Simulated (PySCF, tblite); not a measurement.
Breaking a bond: SH, doublet.

Levels of theory: GFN2-xTB, 300 K electronic temperature (tblite); UCCSD(T) = CCSD(T) on UHF/cc-pVDZ, 5 core orbitals frozen (PySCF).

Energies relative to the lowest point of each curve near equilibrium, in kJ/mol; the last columns give the difference from UCCSD(T):

```tsv
R / Å	GFN2-xTB	UCCSD(T)	GFN2-xTB − UCCSD(T)
1.00	265.4	322.0	-56.6
1.07	134.3	180.7	-46.4
1.13	67.5	100.7	-33.2
1.22	16.3	31.1	-14.9
1.25	8.0	18.0	-10.1
1.32	0.0	1.9	-1.9
1.35	0.3	0.0	0.3
1.39	3.2	1.1	2.1
1.43	8.4	5.5	2.9
1.49	19.6	17.1	2.4
1.56	36.1	36.0	0.0
1.66	63.6	68.8	-5.2
```

GFN2-xTB is furthest from UCCSD(T) at 1.00 (-56.6 kJ/mol, below); its mean absolute difference over the points is 14.7 kJ/mol.

The scan ran from 1.00 to 5.37 Å; beyond the distances shown one of the unrestricted levels run for this scan, shown here or not, changes its spin distribution in one step.
